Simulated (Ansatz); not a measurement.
Results of B3LYP (VWN-RPA form) in Ansatz (PAW) for fcc Cu.

Settings: plane-wave cutoff 460 eV, 16×16×16 k mesh, Fermi–Dirac smearing 0.05 eV, no spin polarisation, scalar-relativistic PAW data made under PBE.

Cell (relaxed at this level):

```xyz
1
Lattice="0.0000 1.8451 1.8451 1.8451 0.0000 1.8451 1.8451 1.8451 0.0000" Properties=species:S:1:pos:R:3 pbc="T T T"
Cu     0.0000     0.0000     0.0000
```

What does this level give for the bulk modulus B0 and pressure derivative B′ of the bulk modulus?


* **bulk modulus B0**: 111 GPa
* **pressure derivative B′ of the bulk modulus**: 5.4

Measured, for comparison: bulk modulus 144 GPa (0 K value with the zero-point phonon effect removed, our sources range from 140 to 145; as tabulated in Mejia-Rodriguez and Trickey (2018), arXiv:1807.09216). Computed (rounded) less measured: bulk modulus -23 % (-21 % to -23 % over the range).

The computed numbers hold no vibrational or temperature effects.

Ansatz is an electronic-structure program.
